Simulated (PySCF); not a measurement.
ethylene (C₂H₄), SMILES C=C. Atoms are numbered in the order given.

```xyz
6

C      0.0000     0.0000    -0.6623
C      0.0000     0.0000     0.6623
H      0.0000    -0.9214    -1.2320
H      0.0000     0.9214    -1.2320
H      0.0000     0.9214     1.2320
H      0.0000    -0.9214     1.2320
```
Charge 0, spin multiplicity 1.

The structure is a stationary point at B3LYP-D3(BJ)/def2-TZVP.

Level of theory: PBE/def2-TZVPD run with PySCF.

ESP charges are fitted to the potential on shells at 1.4 to 2.0 van der Waals radii. Atomic charges (e):

| atom | meta-Löwdin | ESP fit |
|---|---|---|
| C1 | -0.24 | -0.34 |
| C2 | -0.24 | -0.34 |
| H3 | 0.12 | 0.17 |
| H4 | 0.12 | 0.17 |
| H5 | 0.12 | 0.17 |
| H6 | 0.12 | 0.17 |
